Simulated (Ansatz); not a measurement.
# AlHS+ (doublet): from Hartree-Fock to the top rungs, def2-QZVPP

The task here is to estimate one member of a computed series from the others.

Program: Ansatz 0.2.0, Gaussian basis. Level of theory: def2-QZVPP, core rule «outside noble gas», up to 10 orbitals frozen. These are calculated values, not measurements.

The runs, in order: UHF; ROHF; CCSD(T) on UHF.

2 further runs of the same task are left out: 2 set aside as unsound or not needed.

### What is computed

The geometry is a PBE0/def2-TZVP stationary point (not a proven minimum) of the parent state, kept for this charge and spin.

3 atoms, charge 1, spin multiplicity 2.

Atoms are counted from 1 here; the program's logs count them from 0.

Bond lengths: Al1–S2 1.999 Å, Al1–H3 1.569 Å. Angles: S2–Al1–H3 180.0°.

Set-up of the first run:

Input file in.yaml:

```yaml
crystal:
  periodic: [false, false, false]
  atoms:
    - {symbol: Al, position_ang: [0.000000, 0.000000, 0.143100]}
    - {symbol: S, position_ang: [0.000000, 0.000000, -1.855700]}
    - {symbol: H, position_ang: [0.000000, 0.000000, 1.712600]}
basis:
  gaussian: {orbitals: "def2-QZVPP.json"}
total_charge: 1
magnetization: {spin_polarized: true, initial_magnetization: 1}
hamiltonian: {xc: hf}
output: {orbitals: {seedname: orbitals}}
```

Started as:

```console
$ ansatz run in.yaml --threads 1 --pin off --events-out ev --progress --plain --max-ram 2393MiB
```

Steps of the session up to this table: UHF; ROHF; CCSD(T) on UHF.

One of the session's tables, all rows but one given; the rest of the session is left out.

```
  method  from UCCSD(T) (meV)
    ROHF                    ?
     UHF              +6674.9
    UMP2              +1044.8
   UCCSD               +273.8
UCCSD(T)                    0
```

Q: Estimate the row for ROHF from the others.

As computed: from UCCSD(T) (meV): +6814.2. In the column «from UCCSD(T) (meV)» it is the highest.
